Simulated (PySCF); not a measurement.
Compound: C4H9O2 (doublet state).
Z-matrix (Å and degrees, GFN2-xTB geometry), rows numbered from 1:
```
C 
O   1  1.4038
C   2  1.4164  1  113.47
C   3  1.5347  2  108.58  1   179.97
C   4  1.4864  3  111.83  2    66.72
O   5  1.3658  4  120.07  3   -54.42
H   1  1.0970  2  111.23  3    60.43
H   1  1.0884  2  106.70  3   179.91
H   1  1.0966  2  111.07  3   -60.83
H   3  1.1007  2  109.85  1   -59.37
H   3  1.1005  2  109.68  1    59.45
H   4  1.1018  3  106.84  2   -55.59
H   4  1.0897  3  109.05  2  -172.14
H   5  1.0745  4  121.56  3   151.57
H   6  0.9718  5  107.10  4    16.04
```

The hyperfine couplings belong to this conformer and change with its torsions.

As a line formula: `C([CH]O)COC` [radical].

Computed with UKS B3LYP, pcH-1 on C H O, non-relativistic, mean-field spin-orbit, GIAO in PySCF 2.14.0. Isolated species at its GFN2-xTB geometry (one conformer only). Couplings are sensitive to structure, and on GFN2-xTB geometries they can be far from those on DFT ones. Stability of the SCF solution: not tested.

(1) The isotropic 13C couplings are +134.7, +44.3, -19.7, +0.9 MHz. Assign them to C1; C3; C4; C5.

(2) Match the computed a_iso(17O) values -23.7, +1.1 MHz with the sites O2; O6.

## Answers

(1) 
```
site  a_iso (MHz)  ρ(0) (bohr⁻³)                 position  distance from C5 (Å)  spin population  largest |T| (MHz)
  C1         +0.9        +0.0008          4 bonds from C5                  4.24             0.00                0.5
  C3        +44.3        +0.0394          2 bonds from C5                  2.50            +0.01                5.4
  C4        -19.7        -0.0176           1 bond from C5                  1.49            -0.05                3.6
  C5       +134.7        +0.1198  largest spin population                  0.00            +0.87              148.9
```

(2) 
```csv
site,a_iso (MHz),ρ(0) (bohr⁻³),position,distance from C5 (Å),spin population,largest |T| (MHz)
O2,+1.1,-0.0018,3 bonds from C5,2.95,0.00,0.7
O6,-23.7,+0.0391,1 bond from C5,1.37,+0.14,71.1
```

ρ(0) is the spin density at the nucleus and T the dipolar tensor; entries for several nuclei are means. The Mulliken spin populations are largest on C5 (+0.87), O6 (+0.14) and H12 (+0.06). The angles at C5 add up to 355.2°, so it is nearly planar; its axial dipolar tensor and the negative coupling of its proton fit spin in a p orbital normal to that plane.

Nuclei that the bonding pattern makes equivalent are averaged, as if the motion that swaps them (rotation, inversion, ring flip) were fast. The 1H value of +57.9 MHz is a mean of couplings from 6.1 to 109.8 MHz in this one geometry, not an average over conformers.
